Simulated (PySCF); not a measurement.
## Beryllium: a sound run and one with changed settings

Sound run: Be [He] 2s2, Be+ [He] 2s1. All numbers are calculated (PySCF 2.14, no relativity, point nucleus, in pcseg-2 (4s2p1d, 15 functions)). The sound run starts from symmetry-adapted Hartree-Fock orbitals and uses a fine grid where one is needed.

Changed run: 26 angular points. This setting is unsound on purpose.

```csv
species,method,sound run (hartree),changed run (hartree),converged
Be,UHF,-14.57018,-14.57018,yes
Be,PBE0,-14.63506,-14.63506,yes
Be,MN15,-14.66229,-14.66229,yes
Be+,UHF,-14.27536,-14.27536,yes
Be+,PBE0,-14.30527,-14.30527,yes
Be+,MN15,-14.33343,-14.33343,yes
```

Ionisation energy of Be:

```json
{"method": "UHF", "sound run (eV)": "8.022", "changed run (eV)": "8.022"}
{"method": "PBE0", "sound run (eV)": "8.974", "changed run (eV)": "8.974"}
{"method": "MN15", "sound run (eV)": "8.949", "changed run (eV)": "8.949"}
```

Here the setting changes nothing at the digits shown.

For comparison, NIST gives 9.323 eV between the lowest levels.
